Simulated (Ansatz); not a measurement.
# AlH2+ (triplet): the correlation ladder at scale of all distances = 1.965, aug-cc-pVTZ

How much of the correlation energy of AlH2+ (triplet) does each wave-function method recover here?

Program: Ansatz 0.2.0, Gaussian basis. Level of theory: aug-cc-pVTZ, core rule «outside noble gas», up to 5 orbitals frozen. These are calculated values, not measurements.

The runs, in order: UHF; CCSD(T) on ROHF; CCSD(T) on UHF; BCCD(T) on ROHF; CCSDT(Q) on ROHF; CCSDT(Q) on UHF; CASSCF and NEVPT2, 4 electrons in 6 orbitals; Full CI.

14 further runs of the same task are left out: 1 for a known fault of the program, 12 that didn't finish, 1 set aside as unsound or not needed.

## (1) What is computed

The geometry derives from a PBE0/def2-TZVP stationary point (not a proven minimum). All distances are scaled together.

3 atoms, charge 1, spin multiplicity 3.

Atoms are counted from 1 here; the program's logs count them from 0.

No contacts short enough for the rule that draws bonds.

Coordinates:

```
Al    0.0000    0.0000   -0.2006
H     0.0000    1.7677    2.6852
H     0.0000   -1.7677    2.6852
```

## (2) UHF

File in.yaml:

```yaml
crystal:
  periodic: [false, false, false]
  atoms:
    - {symbol: Al, position_ang: [0.000000, 0.000000, -0.200617]}
    - {symbol: H, position_ang: [0.000000, 1.767673, 2.685164]}
    - {symbol: H, position_ang: [0.000000, -1.767673, 2.685164]}
basis:
  gaussian: {orbitals: aug-cc-pVTZ}
total_charge: 1
magnetization: {spin_polarized: true, initial_magnetization: 2}
hamiltonian: {xc: hf}
output: {orbitals: {seedname: orbitals}}
```

Run with:

```sh
> ansatz run in.yaml --threads 1 --pin off --events-out ev --progress --plain --max-ram 2393MiB
```

Further steps of the session: CCSD(T) on ROHF; CCSD(T) on UHF; BCCD(T) on ROHF; CCSDT(Q) on ROHF; CCSDT(Q) on UHF; CASSCF and NEVPT2, 4 electrons in 6 orbitals; Full CI.

Q: Predict the results of all the runs planned. Wanted: FCI below the RHF energy; RMP2 from FCI; UMP2 from FCI; RCCSD from FCI; RCCSD(T) from FCI; UCCSD(T) from FCI; RCCSDT(Q) from FCI; UCCSDT(Q) from FCI; NEVPT2 valence from FCI.

**Answer**, as computed:

| quantity | value |
| --- | --- |
| FCI below the RHF energy | -1.1218 eV |
| RMP2 from FCI | +330.3 meV |
| UMP2 from FCI | +330.8 meV |
| RCCSD from FCI | +5.0 meV |
| RCCSD(T) from FCI | +1.4 meV |
| UCCSD(T) from FCI | +1.4 meV |
| RCCSDT(Q) from FCI | 0.0 meV |
| UCCSDT(Q) from FCI | 0.0 meV |
| NEVPT2 valence from FCI | +42.6 meV |
| levels within 1 kcal/mol (43 meV) | RCCSD, UCCSD, RCCSD(T), UCCSD(T), BCCD(T), RCCSDT, UCCSDT, RCCSDT(Q), UCCSDT(Q), NEVPT2 valence |
| T1 diagnostic | 0.008 |
| effectively unpaired electrons | 2.06 |

RCCSD(T) lands +1.4 meV from the yardstick (0.1 % of the correlation energy). One determinant dominates. These misses are within one basis, not against nature; the frozen cores of restricted and unrestricted runs differ, which can shift their rows.
